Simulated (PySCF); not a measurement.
Geometry (Å), atoms numbered from 1 in this order:
```xyz
13

C     2.1713   -0.2681    0.2156
C     1.6312    0.6476   -0.5821
Cl    2.5975    1.6664   -1.6068
C     0.1672    0.9311   -0.7191
O    -0.5613    0.1021    0.1226
C    -1.9386    0.2983    0.0405
H     1.5074   -0.8751    0.8327
H     3.2502   -0.4203    0.2629
H    -0.0090    2.0046   -0.4918
H    -0.1216    0.7914   -1.7832
H    -2.3246    0.1047   -0.9797
H    -2.4191   -0.4040    0.7350
H    -2.2282    1.3291    0.3250
```

Geometry: PBE0-D3(BJ)/def2-SVP; GIAO shifts from PySCF 2.14, gas phase, non-relativistic, averaged over equivalent atoms.

At BLYP/pcSseg-1 (144 basis functions, 15 s wall time on 1 thread of an x86-64 server CPU, shared host):
| atoms | δ (ppm) |
| --- | --- |
| C2 | 151.8 |
| C1 | 113.2 |
| C4 | 80.7 |
| C6 | 61.6 |
| Cl3 | 243.9 |
| O5 | 40.8 |
| H7 | 5.64 |
| H8 | 5.30 |
| H9/H10 | 3.69 |
| H11/H12/H13 | 3.50 |

Shifts are taken against calculated references (same method and geometry level): 13C (σref 175.31), 1H (σref 31.36) against TMS; HCl for 35Cl (σref 920.86); 17O (σref 333.67) against H2O.

Task: Estimate the result of repeating the calculation with BP86/pcSseg-1.

Result: 
```json
{"atoms": "C2", "δ at BP86/pcSseg-1": "149.6", "change": "-2.2"}
{"atoms": "C1", "δ at BP86/pcSseg-1": "113.8", "change": "+0.6"}
{"atoms": "C4", "δ at BP86/pcSseg-1": "79.5", "change": "-1.2"}
{"atoms": "C6", "δ at BP86/pcSseg-1": "61.1", "change": "-0.5"}
{"atoms": "Cl3", "δ at BP86/pcSseg-1": "242.9", "change": "-1.0"}
{"atoms": "O5", "δ at BP86/pcSseg-1": "32.1", "change": "-8.7"}
{"atoms": "H7", "δ at BP86/pcSseg-1": "5.75", "change": "+0.11"}
{"atoms": "H8", "δ at BP86/pcSseg-1": "5.42", "change": "+0.12"}
{"atoms": "H9/H10", "δ at BP86/pcSseg-1": "3.70", "change": "+0.01"}
{"atoms": "H11/H12/H13", "δ at BP86/pcSseg-1": "3.49", "change": "-0.01"}
```

Scale: 13C (σ = 179.74 ppm), 1H (σ = 31.27 ppm) vs TMS; 35Cl (σ = 931.28 ppm) vs HCl; 17O (σ = 332.56 ppm) against H2O (reference shieldings calculated alike).

The largest change is at O5 (ether oxygen). Cost: 144 basis functions, 15 s wall time on 1 thread of an x86-64 server CPU, shared host. The order of the carbon signals is the same at both levels.

Carbons that carry Cl, above all several Cl atoms, come out too deshielded, partly because spin–orbit coupling is missing. Experimental scales use liquid or dissolved standards, which lie at an offset from isolated H2O (liquid H2O: subtract about 36 ppm).
